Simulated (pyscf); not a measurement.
Structures and frequencies: ωB97X-D3(BJ)/def2-SVP in PySCF.

Problem. Estimate the classical barrier height and the reaction energy of H₂Al–PH₂ + H₂O → HO–AlH–PH₂ + H₂ at ωB97M-D3(BJ)/def2-TZVP. The step runs on the singlet surface, breaks Al–H, H–O and forms Al–O, H–H; take the separated reactants as zero.

Solution. ΔE‡ = -5.1 kcal/mol, ΔE = -29.4 kcal/mol. Zero-point energy shifts the barrier by +0.4 kcal/mol. It is a four-centre exchange, with an imaginary mode of 1302i cm⁻¹. On the reactant side the descent ends in an adduct with a Al–O contact, 22.7 kcal/mol under the separated species and 16.9 kcal/mol under the saddle at ωB97X-D3(BJ)/def2-TZVP. At ωB97M-D3(BJ) the saddle lies under the separated reactants, which points to a path from their complex (located at ωB97X-D3(BJ) alone). What is counted as formed (Al–O) is already present as a longer contact in the reactant adduct; forming that adduct is a step of its own. At the saddle there is also a short Al–H contact that neither side keeps. One saddle was located; it need not be the lowest between these sides.
